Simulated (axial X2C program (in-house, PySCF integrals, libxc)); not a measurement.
# A two-component session on PO⁺: properties at the nuclei

Aim: properties at the nuclei of PO⁺, with spin–orbit coupling in the Hamiltonian from the start.

The runs use an in-house X2C program for linear molecules on PySCF integrals; two-component X2C with atomic mean-field terms, P dyall-av3z, O dyall-av3z.

All values are calculated.

**1. Set-up**

Contents of task.json:

```json
{
 "zs": [
  15,
  8
 ],
 "q": 1,
 "bas": [
  "dyall-av3z",
  "dyall-av3z"
 ],
 "r0": 1.59,
 "levels": [
  "PBE0",
  "HF",
  "B3LYP"
 ],
 "nst": 1,
 "ff": 1,
 "thr": -3.5,
 "nmax": 130,
 "opt": {
  "ecut": 60
 }
}
```

Keys: zs atomic numbers; q charge; bas basis sets; r0 starting distance in Å; levels methods (HF also brings MP2); nst determinants followed; ff finite-field run; thr threshold in hartree for freezing inner shells (an s shell follows its p shell); nmax most natural virtual spinors; ecut virtual cutoff in hartree.

Command:

```
> python soeom.py task.json out
```

After this run come: Expectation values, lowest determinant; Finite-field coupled cluster.

**Question.** What will these runs give? Wanted: lowest determinant; qzz P; qzz O (for each run or level that gives them).

**Answer**, as computed:

| quantity | value |
| --- | --- |
| lowest determinant | Ω = 0 (closed shell) |
| qzz P (a.u.), PBE0 | -2.64 |
| qzz O (a.u.), PBE0 | -0.85 |
| qzz P (a.u.), CCSD(T) | -2.42 |
| qzz O (a.u.), CCSD(T) | -0.88 |

The expectation values come from single determinants, which for open shells can mix terms of unlike spin or miss the lowest Ω, so a determinant need not be a state. qzz is the electric field gradient, eQq0 = 234.96 MHz × Q/barn × qzz. The operators were transformed with the bare-nucleus X2C matrices. Correlation of the inner shells is missing, which matters for properties at the nucleus.
